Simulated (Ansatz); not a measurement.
Mulliken charges of `N/C(O)=C\O` from PBE/def2-TZVPP in Ansatz (PBE0-D4/def2-TZVP geometry).

```
atom   x (Å)   y (Å)   z (Å)  charge (e)
  N1   0.627   1.159   0.098      -0.365
  C2   0.031  -0.020  -0.381       0.139
  O3   0.059  -0.173  -1.745      -0.263
  C4  -0.503  -0.883   0.483      -0.030
  O5  -0.503  -0.683   1.825      -0.274
  H6   0.167   1.983  -0.273       0.170
  H7   1.606   1.210  -0.161       0.170
  H8  -0.366  -1.003  -1.982       0.193
  H9  -0.978  -1.809   0.183       0.068
 H10  -0.055   0.167   1.955       0.192
```

Q: By hand: the dipole of these point charges (1 e Å = 4.8032 D).

A: Σ q r = (0.067, 0.092, -0.213) e Å, of length 0.241 e Å = 1.16 D.

Q: How does the dipole of the full density compare? (Best estimate.)

A: Ansatz gave: (0.084, 0.113, -0.289) e Å, 1.54 D; the point charges give 0.75 times that, at 2° from its direction.

Point charges leave out the atoms' own dipoles, such as those of lone pairs, and Mulliken's split depends on the basis, so the two needn't agree.
